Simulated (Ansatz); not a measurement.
# Structure relaxation of Hf3Ru

Computed with Ansatz 0.2.0, DFT PBE, scalar-relativistic, plane waves, PAW. Cutoff 420 eV, Γ-centred k mesh, Gaussian smearing, no spin polarisation in the final step.

The start puts Hf3Ru on the Cu3Au (L1_2) structure type (Pm-3m, No. 221), with Ru in place of Au, Hf in place of Cu, at a guessed volume.

```xyz
4
Lattice="4.1220 0.0000 0.0000 0.0000 4.1220 0.0000 0.0000 0.0000 4.1220" Properties=species:S:1:pos:R:3 pbc="T T T"
Hf    0.0000    2.0610    2.0610
Hf    2.0610    0.0000    2.0610
Hf    2.0610    2.0610    0.0000
Ru    0.0000    0.0000    0.0000
```

Cell and atoms relax at zero pressure; the relaxation can't lower the symmetry of the start. After a coarse first stage the cell is made exact in the group found at 0.06 Å.

Formation energies are uncorrected and refer to the elements' standard structures at the same level.

Task: What does it relax into?

Result: It keeps Pm-3m (No. 221). The result has the Cu3Au (L1_2) structure. Conventional cell: a = 4.294 Å. Hf has 4 Ru at 3.04 Å and 8 Hf at 3.04 Å; Ru has 12 Hf at 3.04 Å.

Space group Pm-3m (No. 221). a = 4.294 Å, b = 4.294 Å, c = 4.294 Å, α = 90.00°, β = 90.00°, γ = 90.00°
```json
{"atom": "Hf", "site": "3c", "symmetry": "4/mm.m", "x": "0.0000", "y": "0.5000", "z": "0.5000"}
{"atom": "Ru", "site": "1a", "symmetry": "m-3m", "x": "0.0000", "y": "0.0000", "z": "0.0000"}
```

Task: What are its volume, energy, density and gap?

Result: The volume per atom is 19.80 Å³, the density is 13.35 g/cm³ and the energy over the elements is -0.02 eV/atom. The gap on the 12×12×12 mesh is 0 eV (a metal).

The final run used a 12×12×12 mesh on its 4-atom cell and 0.10 eV smearing. The k mesh leaves about 4 meV/atom of noise in metals. Spin–orbit coupling is left out. Symmetry constrained the relaxation, so the result can be a saddle point. The steps took roughly 110 core-seconds in all.

Cost: 3 runs of about 1.9 core-minutes in all, on Arm Neoverse V1 (shared hosts).